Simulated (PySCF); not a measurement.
Species: C4H3OS (charge -1).
Geometry (GFN2-xTB, Å), atoms numbered from 1 in this order:
```
atom  x, y, z in Å
O1     2.608    0.327    0.142
C2     1.385    0.230    0.046
C3     0.477   -0.739    0.421
C4    -0.874   -0.470    0.129
C5    -1.093    0.715   -0.487
S6     0.392    1.592   -0.749
H7     0.812   -1.641    0.909
H8    -1.673   -1.157    0.377
H9    -2.020    1.150   -0.813
```

The closed-shell ground state was solved at several levels (PySCF, density fitting, gas phase, non-relativistic). Where the HOMO energy is positive, the finite basis confines the outermost electrons. No diffuse functions stand in pcSseg-1, which bears on an anion's orbital energies.

```csv
level,basis functions,total energy (Eh),HOMO (eV),LUMO (eV),gap (eV)
CAM-B3LYP/def2-SVPD,154,-627.2967,-1.38,4.90,6.28
PBE0/def2-SVPD,154,-627.0034,-0.19,4.37,4.56
```

(1) What might PBE0/pcSseg-1 (124 basis functions) give for the same quantities?

(2) Over all these levels, which gives the widest orbital gap and which the narrowest?

Answers

(1) Total energy -627.2298 Eh, HOMO 0.05 eV, LUMO 5.47 eV, gap 5.42 eV.

(2) CAM-B3LYP/def2-SVPD (range-separated hybrid) has the widest, 6.28 eV, and PBE0/def2-SVPD (global hybrid, 25 % exact exchange) the narrowest, 4.56 eV. The two share the basis. From the narrowest to the widest the HOMO moves by -1.19 eV and the LUMO by +0.53 eV.
